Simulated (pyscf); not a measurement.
Thermochemistry of product channels of H₃Si–PH–SiH₃ + H₂O on the singlet surface, in eV, from ωB97M-D3(BJ)/def2-TZVP energies (ideal gas, 1 atm, RRHO with modes under 100 cm⁻¹ raised to 100, one conformer, R ln 2 for chiral ones without a mode under 150 cm⁻¹). Optimised with ωB97X-D3(BJ)/def2-SVP in PySCF.

```csv
products,ΔE,ΔH(298 K),ΔG(600 K),ΔG(1200 K)
HO–SiH₂–PH–SiH₃ + H₂,-0.72,-0.83,-0.63,-0.51
HO–SiH₃ + H₃Si–PH₂,-0.65,-0.70,-0.76,-0.80
```

These are energies of the channels, which say nothing of barriers. HO–SiH₂–PH–SiH₃ lies 0.80 eV over its isomer H₃Si–O–SiH₂–PH₂ (electronic energy, ωB97M-D3(BJ)/def2-TZVP).
